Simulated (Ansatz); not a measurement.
Reaction: C2H6N (SMILES C[CH]N, doublet) → C2H6N (SMILES C[N]C, doublet)
Each species at its own B3LYP-D3(BJ)/def2-TZVP minimum (Ansatz, an electronic-structure program), one conformer.

Wanted: isomerisation energy (electronic), in kJ/mol. Open shells are spin-unrestricted; no spin-orbit coupling. CBS(X,Y): correlation extrapolated as X^-3, Hartree-Fock from the larger set. A bracket is a step between two methods taken in the basis named. The functionals are non-relativistic, so their misses hold any scalar relativity. Double hybrids freeze cores in their MP2 part. '+ core + X2C': CCSD(T) terms for core correlation (cc-pwCVTZ) and scalar relativity (cc-pVTZ-DK).

CCSD(T)/CBS(cc-pVTZ,cc-pVQZ) + [CCSDT(Q) - CCSD(T)]/cc-pVDZ + core + X2C (Ansatz) gives 45.9 kJ/mol.

Problem. How far off this value is PBE/def2-TZVPD (Ansatz), in which direction, and which of these levels come nearer: r2SCAN/def2-TZVPD, B3LYP/def2-TZVPD, B2PLYP/def2-TZVPD, CCSD(T)/CBS(cc-pVTZ,cc-pVQZ) + core + X2C?

Solution. PBE gives 47.0 kJ/mol, 1.1 kJ/mol above it. Differences of the others: r2SCAN/def2-TZVPD (Ansatz) -4.3; B3LYP/def2-TZVPD (Ansatz) -4.8; B2PLYP/def2-TZVPD (Ansatz) -2.3; CCSD(T)/CBS(cc-pVTZ,cc-pVQZ) + core + X2C (Ansatz) 0.0 kJ/mol. Nearer than PBE: CCSD(T)/CBS(cc-pVTZ,cc-pVQZ) + core + X2C.
